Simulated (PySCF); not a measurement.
Compound: C3H2FPS.
SMILES with atom numbers: `[F:1][c:2]1[cH:3][s:4][cH:5][p:6]1` (hydrogens: H7 on C3; H8 on C5)

Method: PySCF, PBE0-D3(BJ)/def2-SVP geometry optimisation, gas phase.

(1) List the bond lengths and angles at this level.

Answers

(1) 
```csv
bond,length (pm)
F1–C2,133.0
C2–C3,136.6
C3–S4,170.8
S4–C5,170.4
C5–P6,171.1
C2–P6,178.8
C3–H7,109.1
C5–H8,109.2
```

A selection of angles:
```csv
angle,degrees
F1–C2–C3,120.8
F1–C2–P6,120.6
C3–C2–P6,118.7
C2–C3–S4,114.9
C2–C3–H7,125.1
S4–C3–H7,120.0
C3–S4–C5,96.1
S4–C5–P6,119.0
S4–C5–H8,116.5
P6–C5–H8,124.5
C2–P6–C5,91.4
```

The 5-membered ring C2–C3–S4–C5–P6 has internal angles of 91.4° to 119.0°; it is planar, 0.00 Å rms from its mean plane, widest ring torsion 0°. The C–P distances run from 1.711 Å (C5–P6, aromatic) to 1.788 Å (C2–P6, aromatic), a spread of 0.077 Å. The 6 heavy atoms lie in one plane (0.001 Å rms).

Point group: Cs (every atom within 0.08 Å of its image). PBE0-D3(BJ)/def2-SVP frequencies: not computed here.
